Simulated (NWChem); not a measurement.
# SiH$_{3}$ cation

```xyz
4

Si     0.0000     0.0000     0.0000
H      1.0547     1.0547     0.0000
H      0.3860    -1.4407     0.0000
H     -1.4407     0.3860     0.0000
```
Atoms are numbered in this order, from 1.

Computed with NWChem. Medium grid unless said otherwise, to which SCAN and Minnesota functionals are sensitive. All runs use the structure optimised with PBE-D3(BJ)/def2-SVP.

Question: Order these by “orbital gap (eV)”, lowest first: LRC-wPBEh/def2-SVP; PBE0/def2-SVP; PBE/def2-SVP; LC-wPBE (HJS exchange hole, range parameter 0.4 per bohr)/def2-SVP; MN15-L/def2-SVP.

Answer: PBE/def2-SVP (4.97), MN15-L/def2-SVP (5.77), PBE0/def2-SVP (7.34), LRC-wPBEh/def2-SVP (11.01), LC-wPBE (HJS exchange hole, range parameter 0.4 per bohr)/def2-SVP (12.66)
